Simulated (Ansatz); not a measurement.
System: anti-La2O3-type Mg3Sb2. Method: PBE (plane waves, PAW; Ansatz, an electronic-structure program).

Run with plane-wave cutoff 520 eV, 12×12×6 k mesh (along the axes of the cell as run), Fermi–Dirac smearing 0.01 eV, scalar-relativistic PAW data made under PBE.

Starting structure:

```
Mg3Sb2
1.0
    4.56000     0.00000     0.00000
   -2.28000     3.94908     0.00000
    0.00000     0.00000     7.23000
Mg Sb
3 2
Cartesian
  0.00000   0.00000   0.00000
  0.00000   2.63272   4.58382
  2.28000   1.31636   2.64618
  0.00000   2.63272   1.64844
  2.28000   1.31636   5.58156
```

Question: Into what structure does the relaxation of cell and atoms lead at this level, with the symmetry of the start kept?

Answer: The volume goes up by 2.2 %; final space group P-3m1.
```
Mg3Sb2
1.0
    4.59531     0.00000     0.00000
   -2.29766     3.97966     0.00000
    0.00000     0.00000     7.27347
Mg Sb
3 2
Direct
  0.00000   0.00000   0.00000
  0.33333   0.66667   0.63220
  0.66667   0.33333   0.36780
  0.33333   0.66667   0.22576
  0.66667   0.33333   0.77424
```
